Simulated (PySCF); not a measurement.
# C4H7N (isobutyronitrile): the cost of one run

The runs use PySCF 2.14.0, with density-fitted response routines of our own; the level of theory stands in each step. All values are computed, except where a source is named. Atoms are numbered from 0 throughout.

## 1. Starting geometry

12 atoms, charge 0, multiplicity 1; geometry from: MMFF94s. The atoms were then displaced at random by about 0.03 Å, so the start is not that level's minimum.

Bonds of the start (Å): C0–C1 1.62, C1–C2 1.56, C1–C3 1.54, C3–N4 1.09, C0–H5 1.06, C0–H6 1.06, C0–H7 1.10, C1–H8 1.04, C2–H9 1.06, C2–H10 1.06, C2–H11 1.14.

## 2. Geometry optimisation at PBE0-D3(BJ)/def2-SVP

Job settings and geometry (Å):

```
{"job": {"xc": "PBE0", "basis": "def2-SVP", "d3": "d3bj", "grid": 1, "shake": 0.03, "kind": "geom"}, "charge": 0, "multiplicity": 1}
C      0.978070    -1.055430    -0.077880
C      0.094580     0.277620    -0.359990
C     -1.395920     0.109420     0.074670
C      0.828230     1.447070     0.321660
N      1.206270     2.326180     0.838720
H      0.937820    -1.205180     0.971280
H      0.508050    -1.839520    -0.616440
H      1.997280    -0.849030    -0.450390
H      0.108230     0.500100    -1.375190
H     -1.930680     1.010830    -0.076580
H     -1.836100    -0.729320    -0.396520
H     -1.380340    -0.075500     1.197660
```

Launch:

```bash
> OMP_NUM_THREADS=1 python probes_run.py task.json out
```

One launch serves the whole session: the jobs run in the order shown.

Q: Estimate the wall time and peak memory of this first job on 1 thread of Arm Neoverse V2, shared host.

About 31 s, with a peak of 0.42 GiB.
